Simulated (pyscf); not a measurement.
`[F][CH2][SiH3]` + `[F][SiH3]` -> `[SiH3][SiH3]` + `[F][CH2][F]`, a four-centre exchange (singlet surface; C–Si, F–Si broken, Si–Si, C–F formed). PySCF, gas phase, ωB97X-D3(BJ)/def2-SVP geometries. Energies in eV from the separated reactants.

Small-basis levels: PySCF, no dispersion term, spherical d functions. AM1 to PM7: differences of heats of formation from MOPAC, which are fitted to 298 K values and so differ in kind from electronic energies by zero-point and thermal terms. Cost: rough CPU time at the saddle relative to B3LYP/6-31G*, from one job on a shared machine.

```json
[
 {"level": "HF/6-31G*", "barrier": "[?]", "reaction energy": "+1.43", "cost": "0.09"},
 {"level": "SVWN5/6-31G*", "barrier": "3.30", "reaction energy": "+0.99", "cost": "1"},
 {"level": "PBE/6-31G*", "barrier": "[?]", "reaction energy": "+1.07", "cost": "2"},
 {"level": "B3LYP/LANL2DZ", "barrier": "4.59", "reaction energy": "+1.05", "cost": "0.7"},
 {"level": "B3LYP/6-31G*", "barrier": "4.45", "reaction energy": "+1.30", "cost": "1"},
 {"level": "PBE/def2-SVP", "barrier": "3.75", "reaction energy": "+1.03", "cost": "2"},
 {"level": "PM6", "barrier": "4.80", "reaction energy": "+2.22", "cost": "under 0.02"},
 {"level": "ωB97M-D3(BJ)/def2-TZVP", "barrier": "[?]", "reaction energy": "+1.57", "cost": "–"}
]
```

Task: Some entries are withheld; supply them.

Result: 
- HF/6-31G*, barrier: 5.99
- PBE/6-31G*, barrier: 3.73
- ωB97M-D3(BJ)/def2-TZVP, barrier: 4.78

Against the last row the barrier runs from -1.48 (SVWN5/6-31G*) to +1.21 eV (HF/6-31G*). ωB97M-D3(BJ)/def2-TZVP has limits of its own. The same reactants have a lower exit, to •H₂C–F + SiH₃• + F–SiH₃ (no saddle counted: cutting one bond costs +3.73 eV at ωB97M-D3(BJ)/def2-TZVP, against +4.78 eV here). This is the saddle that the search found; another between the same sides may lie lower. A restricted solution here is unstable towards spin polarisation, so biradical character is likely and single-reference numbers are less safe.
